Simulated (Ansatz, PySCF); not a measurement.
System: dimethyl thioether, C2H6S, charge 0, multiplicity 1. 
Geometry from a B3LYP-D3(BJ)/def2-TZVP (Ansatz, a program for electronic structure) optimisation:
SMILES: CSC
```xyz
9

C      0.0016     1.3789    -0.5167
S      0.0002     0.0021     0.6601
C     -0.0019    -1.3822    -0.5079
H      0.0029     2.2993     0.0655
H      0.8930     1.3571    -1.1446
H     -0.8903     1.3593    -1.1440
H     -0.0029    -2.2988     0.0802
H     -0.8938    -1.3644    -1.1353
H      0.8895    -1.3666    -1.1359
```

Property: atomisation energy (electronic, to ground-state atoms), in kcal/mol. Valence correlation only, unless marked. UHF or UKS for open shells. Spin-orbit coupling is left out. No relativistic terms. The coupled-cluster limit lacks core correlation, which all-electron functionals hold. CBS marks a two-point X^-3 extrapolation of the correlation energy; Hartree-Fock from the larger set. The bracket is a focal-point correction in the basis named.

```
level               program  atomisation energy (kcal/mol)
------------------  -------  -----------------------------
HF/aug-cc-pV(T+d)Z   Ansatz                          573.0
HF/def2-TZVPD         PySCF                          571.9
```

Estimate the value at RI-MP2/CBS(aug-cc-pV(T+d)Z,aug-cc-pV(Q+d)Z)+[CCSD(T)-MP2]/aug-cc-pV(T+d)Z as computed with Ansatz.

768.7 kcal/mol
